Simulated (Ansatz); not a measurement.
## La (dhcp): energy against volume

Computed with DFT, revPBE, plane waves (420 eV) with PAW, scalar-relativistic (Ansatz 0.2.0). The PAW files were generated under PBE, with cores re-solved for the functional.

The cell is scaled uniformly from the relaxed one, with fractional coordinates and shape fixed. Energies are extrapolated to zero smearing, pressures are those at the given smearing. Magnetic state: non-magnetic.

A Birch-Murnaghan fit gives V₀ = 38.56 Å³/atom, B₀ = 24 GPa, B₀′ = 2.2.

(1) What are the energy above the minimum and the pressure at 34.024 Å³/atom?

(2) What are the energy above the minimum and the pressure at 37.118 Å³/atom?

(3) What are the energy above the minimum and the pressure at 40.211 Å³/atom?

## Answers

(1) 44.7 meV/atom and 3.44 GPa as computed.

(2) 4.2 meV/atom and 0.96 GPa as computed.

(3) 5.0 meV/atom and -0.93 GPa as computed.
